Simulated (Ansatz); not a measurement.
Consider the interaction energy of a dimer with the counterpoise correction of CH₃FS, SMILES FCS (the Ansatz DFT code, driven from Python).

Script `dimer_ch3fs.py`:
```python
"""Binding of a CH3FS dimer at a trial geometry."""

import ansatz

FIRST = [
    ("F", (0.6948, 0.1766, -1.2028)),
    ("C", (-0.0707, -0.4154, -0.2499)),
    ("S", (-0.8165, 0.8114, 0.8453)),
    ("H", (0.6847, -1.0607, 0.2957)),
    ("H", (-0.8481, -1.0137, -0.7436)),
    ("H", (0.3558, 1.502, 1.0554)),
]
SECOND = [
    ("F", (-5.0992, -0.2224, 4.2843)),
    ("C", (-4.0053, 0.5154, 3.9627)),
    ("S", (-2.5573, -0.5349, 3.7164)),
    ("H", (-3.8908, 1.1811, 4.8729)),
    ("H", (-4.223, 1.0904, 3.0527)),
    ("H", (-2.7421, -1.2547, 4.8753)),
]

def energy(atoms, ghosts=()):
    molecule = ansatz.Crystal.molecule()
    for symbol, xyz in atoms:
        molecule = molecule.atom(symbol, xyz)
    calc = (
        molecule.calculation()
        .basis(gaussian="cc-pVDZ")
        .functional("r2SCAN", dispersion="d4")
    )
    deck = calc.input()
    if ghosts:
        deck = deck.set(ansatz.key.basis.gaussian.ghost_atoms, [{"symbol": s, "position_ang": list(xyz)} for s, xyz in ghosts])
    return ansatz.Session.from_dict(deck).plan().execute().report["free_energy_ev"]

# ghost atoms carry the functions of the partner
both = energy(FIRST + SECOND)
alone = energy(FIRST) + energy(SECOND)
ghosted = energy(FIRST, SECOND) + energy(SECOND, FIRST)
print(f"dimer {both:.6f} eV")
print(f"interaction, uncorrected   {(both - alone):8.3f} eV")
print(f"interaction, counterpoise  {(both - ghosted):8.3f} eV")
print(f"basis-set superposition    {(alone - ghosted):8.3f} eV")
```

How large is the interaction at this pose, and how much of it is basis-set superposition?

Uncorrected it is -0.018 eV, with the counterpoise correction -0.004 eV; the difference, 0.01 eV, is the superposition error.

What the script printed:

`python dimer_ch3fs.py` gives:
```text
dimer -29270.630026 eV
interaction, uncorrected     -0.018 eV
interaction, counterpoise    -0.004 eV
basis-set superposition       0.014 eV
```

Caveats:
- Total energies depend on the basis set; only differences at equal settings carry meaning.
- The dimer is a generated trial pose of unrelaxed monomers, not a minimum, so the figure is no binding energy, and the basis set is small.
- The whole script took 23 s on 1 thread of Arm Neoverse V1 (shared host), peak memory 0.25 GiB.

(Lines on the test bed's own set-up are left out of the output.)
